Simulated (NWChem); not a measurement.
## NWChem timings: CH2F2O (SMILES OC(F)F)

CH2F2O: 6 atoms, total charge 0, spin state singlet. SMILES: `OC(F)F`. Geometry: relaxed at PBE0-D4/def2-TZVP. This is one conformer, not always the lowest.

```xyz
6

O     0.0951    0.9856   -0.4385
C     0.0606   -0.1378    0.3022
F     0.8763   -1.0925   -0.2082
F    -1.1797   -0.6843    0.3151
H    -0.1766    0.7729   -1.3403
H     0.3662    0.0921    1.3235
```

Program: NWChem 7.3.0. Hardware: 1 thread of Intel Xeon 6975P-C (Granite Rapids), shared host, so times are rough. Two-electron integrals are exact unless an approximation is named.

Task: Estimate their order by wall time, quickest first.
A. energy and properties at wB97X/MIDI!, grid fine
B. energy and properties at wB97X/MINI, grid fine
C. energy and properties at wB97X/jorge-TZP, grid fine

Result: B (4.2 s), A (11 s), C (3.4 min).
